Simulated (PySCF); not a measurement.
formaldehyde (CH2O), SMILES C=O. Heavy atoms are numbered as in [CH2:1]=[O:2]. Hydrogens are named by the atom that carries them.

The structure is a stationary point at PBE0-D3(BJ)/def2-TZVPD.

Level of theory: PBE/pcSseg-2 run with PySCF.

GIAO shieldings, no solvent; atoms alike by connectivity are averaged. δ = σ(ref) − σ: ¹³C against TMS (σ = 181.4 ppm); ¹⁷O against H2O (σ = 327.5 ppm); ¹H against TMS (σ = 31.47 ppm), references at their B3LYP-D3(BJ)/def2-TZVP geometries, non-relativistic.

```json
[
 {"nucleus": "¹³C", "atoms": "C1 (CH2)", "count": "1", "δ (ppm)": "206.2"},
 {"nucleus": "¹⁷O", "atoms": "O2", "count": "1", "δ (ppm)": "769.9"},
 {"nucleus": "¹H", "atoms": "H on C1", "count": "2", "δ (ppm)": "10.55"}
]
```
